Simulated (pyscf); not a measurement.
**Four-centre exchange: `[OH][SiH3]` + `[OH][SiH3]` → `[OH][SiH2][SiH2][OH]` + `[H][H]`**

Gas phase, singlet surface, charge 0. Bonds broken: Si2–H4, Si8–H10. Bonds formed: Si2–Si8, H4–H10. PySCF, gas phase, ωB97X-D3(BJ)/def2-SVP geometries.

Transition state (Å):

```xyz
12

O      1.9580     0.5564     0.1961
Si     0.5987    -0.4245     0.0782
H      1.9918     1.2717    -0.4495
H      0.0124    -1.8207    -0.6116
H     -0.1001     0.2533    -1.0560
H      0.9701    -1.3148     1.2135
O     -2.9246    -0.0632     0.3158
Si    -1.5934    -0.4251     1.2650
H     -3.6521     0.3931     0.7512
H     -0.7658    -1.4691     0.0026
H     -1.8347    -1.5832     2.1806
H     -1.2627     0.7422     2.1466
```

One imaginary mode, 1216i cm⁻¹; descent along it reached the two sides named.

```csv
bond,change,reactant side (Å),saddle,product side
Si2–H4,breaks,1.493,1.664,3.2
Si8–H10,breaks,1.487,1.835,3.3
Si2–Si8,forms,3.7,2.493,2.336
H4–H10,forms,2.8,1.052,0.762
```

Electronic energies relative to the separated reactants (kcal/mol):

```tsv
level	barrier	reaction energy	reverse barrier
ωB97X-D3(BJ)/def2-TZVP	56.9	+4.3	52.6
PBE/def2-TZVP	46.7	+5.5	41.2
r²SCAN/def2-TZVP	51.0	+6.8	44.2
B3LYP-D3(BJ)/def2-TZVP	58.4	+7.4	51.1
PBE0-D3(BJ)/def2-TZVP	50.8	+5.8	45.0
M06-2X/def2-TZVP	60.7	+7.8	52.9
ωB97M-D3(BJ)/def2-TZVP	59.0	+9.3	49.7
HF/def2-TZVP	91.0	+15.2	75.8
```

With ωB97M-D3(BJ)/def2-TZVP energies and thermal terms (ideal gas, 1 atm, RRHO with modes under 100 cm⁻¹ raised to 100, one conformer, R ln 2 for chiral ones without a mode under 150 cm⁻¹), in kcal/mol:

```json
[
 {"T (K)": "298", "ΔH‡": "58.9", "ΔG‡": "70.8", "ΔH": "+7.7", "ΔG": "+10.9"},
 {"T (K)": "600", "ΔH‡": "59.3", "ΔG‡": "82.7", "ΔH": "+9.3", "ΔG": "+13.4"},
 {"T (K)": "900", "ΔH‡": "59.9", "ΔG‡": "94.3", "ΔH": "+10.3", "ΔG": "+15.2"},
 {"T (K)": "1200", "ΔH‡": "60.6", "ΔG‡": "105.7", "ΔH": "+11.0", "ΔG": "+16.7"}
]
```

At the saddle there is also a short H–Si contact that neither side keeps. HO–SiH₂–SiH₂–OH lies 36.0 kcal/mol over its isomer HO–SiH₂–O–SiH₃ (electronic energy, ωB97M-D3(BJ)/def2-TZVP). This is the saddle that the search found; another between the same sides may lie lower.
